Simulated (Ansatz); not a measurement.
For chalcopyrite CdSnAs₂, PBEsol-D3(BJ) in Ansatz (plane waves, PAW) gives:

| Item | Result |
|---|---|
| equilibrium lattice constant a | 6.038 Å |
| c axis length | 11.870 Å |
| bulk modulus B0 | 60.0 GPa |

Q: What does r²SCAN+rVV10 in Ansatz (plane waves, PAW) give for the same quantities?

A: 
- lattice constant a: 6.114 Å (increases by 1.3 %)
- lattice parameter c: 11.971 Å (rises by 0.9 %)
- bulk modulus: 57.7 GPa (falls by 3.8 %)

Changes are worked out from the printed values.

Unless a cell is named, each level is at its own relaxed cell (PBEsol-D3(BJ) 27.04, r²SCAN+rVV10 27.97 Å³/atom).

Caveats: the relaxation could not lower the start's symmetry, so the cell can be a saddle point above a distorted one (PBEsol-D3(BJ), r²SCAN+rVV10). Ansatz's density-functional and Hartree–Fock values are scalar-relativistic unless marked +SOC, with PAW data made under PBE.

Ansatz is a program for electronic structure.
